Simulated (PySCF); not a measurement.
# P: electron affinity

P⁻ [Ne] 3s2 3p4 (3P) → P [Ne] 3s2 3p3 (4S), as a difference of total energies. All numbers are calculated (PySCF 2.14, the spin-free X2C one-electron Hamiltonian (Gaussian nucleus), in dyall-acv3z (19s12p6d4f, 113 functions)). Correlated levels: valence: [Ne] frozen; valence and next inner shell: 1s2 frozen; virtual orbitals above 40 to 60 times the deepest correlated orbital energy dropped. The calculations carry no spin-orbit coupling.

```csv
method,electron affinity (eV)
UHF,-0.334
LDA,1.033
PBE,0.881
PBE0,0.778
r2SCAN,0.773
MN15,0.747
MP2 (valence),0.464
SCS-MP2 (valence),0.537
MP2 (valence and next inner shell),0.454
SCS-MP2 (valence and next inner shell),0.527
```

**Question.** Estimate what BP86 gives.

**Answer.** 1.069 eV, closest to LDA among the rows shown.

**Question.** Estimate what M06-2X gives.

**Answer.** 0.857 eV, closest to PBE among the rows shown.

A first-order spin-orbit estimate (lowest level to lowest level, LS coupling) adds 0.012 eV.

Errors of the correlated levels include the incompleteness of this basis and the frozen core.

A negative affinity means that the anion lies above the atom at that level of theory.

In the anion the highest occupied orbital energy is positive at LDA, PBE, PBE0, r2SCAN, MN15, BP86, M06-2X, a self-interaction effect; the basis confines that electron, and the energy difference can still be sensible.

For comparison: 0.747 eV (measured; photodetachment measurements, as compiled on the Wikipedia data page of electron affinities).
